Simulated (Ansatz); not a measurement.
# CH5B: the cost of one run

Method: RKS PBE0/def2-TZVP, in Ansatz 0.2.0.

## Step 1: The system as given

Bond lengths: B1–C2 1.600 Å, C2–H3 1.110 Å, C2–H4 1.110 Å, C2–H5 1.110 Å, B1–H6 1.190 Å, B1–H7 1.190 Å. Angles: B1–C2–H3 109.5°, B1–C2–H4 109.5°, B1–C2–H5 109.5°, H3–C2–H4 109.4°, H3–C2–H5 109.4°, H4–C2–H5 109.4°, C2–B1–H6 120.0°, C2–B1–H7 120.0°, H6–B1–H7 120.0°.

As a file:

```xyz
7

B     0.0000    0.0000    0.0000
C     0.0000    0.0000    1.6000
H    -0.9996   -0.3092    1.9705
H     0.7676   -0.7111    1.9705
H     0.2320    1.0203    1.9705
H     1.0305    0.0000   -0.5950
H    -1.0305    0.0000   -0.5950
```

## Step 2: Preparing the start

input.yaml

```yaml
crystal:
  periodic: [false, false, false]
  atoms:
    - { symbol: B, position_ang: [0.0, 0.0, 0.0] }
    - { symbol: C, position_ang: [0.0, 0.0, 1.6] }
    - { symbol: H, position_ang: [-0.9996, -0.3092, 1.9705] }
    - { symbol: H, position_ang: [0.7676, -0.7111, 1.9705] }
    - { symbol: H, position_ang: [0.232, 1.0203, 1.9705] }
    - { symbol: H, position_ang: [1.0305, 0.0, -0.595] }
    - { symbol: H, position_ang: [-1.0305, 0.0, -0.595] }
basis:
  gaussian: { orbitals: def2-TZVP }
hamiltonian:
  xc: pbe0
relax:
  f_tol: 0.02
  max_steps: 40
```

The run is started by

```sh
> ansatz run input.yaml --threads 2 --pin off --max-ram 3072MiB --backend cpu --events-out ev --progress --plain --runs-dir out
```

What time and memory should one allow on 2 threads of Arm Neoverse V1, shared host?

About 8.2 s, with a peak of 0.13 GiB.
